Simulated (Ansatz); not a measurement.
Geometry optimisation, RKS B3LYP/def2-SVPD in Ansatz 0.2.0.

input.yaml

```yaml
crystal:
  periodic: [false, false, false]
  atoms:
    - { symbol: B, position_ang: [-1.1892, 0.7191, -1.27085] }
    - { symbol: Si, position_ang: [0.45079, 0.6149, -0.21417] }
    - { symbol: S, position_ang: [0.0207, -1.12212, 1.49227] }
    - { symbol: H, position_ang: [-1.97493, -0.14538, -1.28061] }
    - { symbol: H, position_ang: [-1.40759, 1.65867, -1.92796] }
    - { symbol: H, position_ang: [0.86108, 1.58234, 0.80666] }
    - { symbol: H, position_ang: [1.66618, -0.05406, -0.69386] }
    - { symbol: H, position_ang: [0.44227, -2.22028, 0.86159] }
    - { symbol: H, position_ang: [1.13069, -1.03319, 2.22693] }
total_charge: 1
basis:
  gaussian: { orbitals: def2-SVPD }
hamiltonian:
  xc: b3lyp
relax:
  f_tol: 0.02
  max_steps: 50
```

Run as:

```bash
$ ansatz run input.yaml --threads 2 --pin off --max-ram 3072MiB --backend cpu --events-out ev --progress --plain --runs-dir out
```

Q: Where does it end, and by what steps?

A: It converged. Limits of this set-up: the dipole of an ion depends on the origin. After 7 steps the energy has fallen by 0.198 eV; H5 moved furthest, 0.35 Å.

```json
{"step": "0", "energy less start (eV)": "0.0000", "largest force component (eV/Å)": "1.179", "accepted": "yes"}
{"step": "1", "energy less start (eV)": "-0.0301", "largest force component (eV/Å)": "1.300", "accepted": "yes"}
{"step": "2", "energy less start (eV)": "-0.1603", "largest force component (eV/Å)": "0.656", "accepted": "yes"}
{"step": "3", "energy less start (eV)": "-0.1651", "largest force component (eV/Å)": "0.307", "accepted": "yes"}
{"step": "4", "energy less start (eV)": "-0.1774", "largest force component (eV/Å)": "0.386", "accepted": "yes"}
{"step": "5", "energy less start (eV)": "-0.1972", "largest force component (eV/Å)": "0.064", "accepted": "yes"}
{"step": "6", "energy less start (eV)": "-0.1973", "largest force component (eV/Å)": "0.098", "accepted": "yes"}
{"step": "7", "energy less start (eV)": "-0.1982", "largest force component (eV/Å)": "0.012", "accepted": "yes"}
```

```xyz
9
Properties=species:S:1:pos:R:3
B -1.185 0.661 -1.262
Si 0.457 0.575 -0.088
S 0.066 -1.097 1.547
H -2.123 -0.068 -1.116
H -1.169 1.494 -2.123
H 0.665 1.694 0.864
H 1.723 0.094 -0.693
H 0.254 -2.204 0.779
H 1.312 -1.149 2.092
```

Whether the end is a true minimum wasn't checked by a vibrational analysis.

Run time: 24 s on 2 threads of Arm Neoverse V1, with other jobs on the host, peak memory 0.24 GiB.
